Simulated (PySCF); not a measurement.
N2O.
Atom-mapped SMILES: `[N:1]#[N+:2][O-:3]`

The closed-shell ground state was solved at several levels (PySCF, density fitting, gas phase, non-relativistic). Geometry: PBE0-D3(BJ)/def2-TZVP; no solvent, vibrations or thermal averaging.

```tsv
level	basis functions	HOMO (eV)	LUMO (eV)	gap (eV)	dipole (D)
PBE0/aug-cc-pVTZ	138	-9.85	-0.31	9.54	0.03
KT3/pcSseg-2	108	-8.48	-1.34	7.14	0.08
PBE0/pcSseg-2	108	-9.86	-0.25	9.61	0.05
CAM-B3LYP/aug-cc-pVTZ	138	-11.28	0.74	12.02	0.11
B97-2/pcSseg-2	108	-9.58	-0.36	9.22	0.04
wB97X-D/pcSseg-2	108	-11.71	1.63	13.34	0.09
```

(1) Estimate the row for wB97X-D/aug-cc-pVTZ, a basis of 138 functions; the other rows only guide the guess.

(2) Over all these levels, which gives the widest orbital gap and which the narrowest?

(3) In the pcSseg-2 basis, how does the gap go with the fixed share of exact exchange?

(4) How far do the dipole and the HOMO energy spread over the levels?

Answers

(1) HOMO -11.70 eV, LUMO 1.54 eV, gap 13.24 eV, dipole 0.07 D.

(2) wB97X-D/pcSseg-2 (range-separated hybrid) has the widest, 13.34 eV, and KT3/pcSseg-2 (GGA) the narrowest, 7.14 eV. The two share the basis. From the narrowest to the widest the HOMO moves by -3.23 eV and the LUMO by +2.97 eV.

(3) KT3 (0 %) 7.14 eV; B97-2 (21 %) 9.22 eV; PBE0 (25 %) 9.61 eV. Each rise in the share widens the gap here.

(4) The dipole runs from 0.03 to 0.11 D (mean 0.07 D) and the HOMO from -11.71 to -8.48 eV.
